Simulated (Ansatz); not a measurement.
We consider hcp Os, described by LDA in Ansatz (plane waves, PAW).

Settings: plane-wave cutoff 520 eV, 24×24×14 k mesh (along the axes of the cell as run), Fermi–Dirac smearing 0.05 eV, no spin polarisation, scalar-relativistic PAW data made under PBE.

Response to compression and expansion:

Shape and atoms are relaxed at each volume.

| V (Å³/atom) | P (GPa) | c (Å) | a (Å) |
|---|---|---|---|
| 13.151 | 20.13 | 4.236 | 2.678 |
| 13.425 | 9.49 | 4.262 | 2.697 |
| 13.699 | -0.01 | 4.288 | 2.716 |
| 13.973 | -8.47 | 4.313 | 2.735 |
| 14.247 | -16.00 | 4.338 | 2.754 |

Note: the bulk modulus comes from volumes at which shape and atoms were relaxed.

Ansatz is a program for electronic structure.
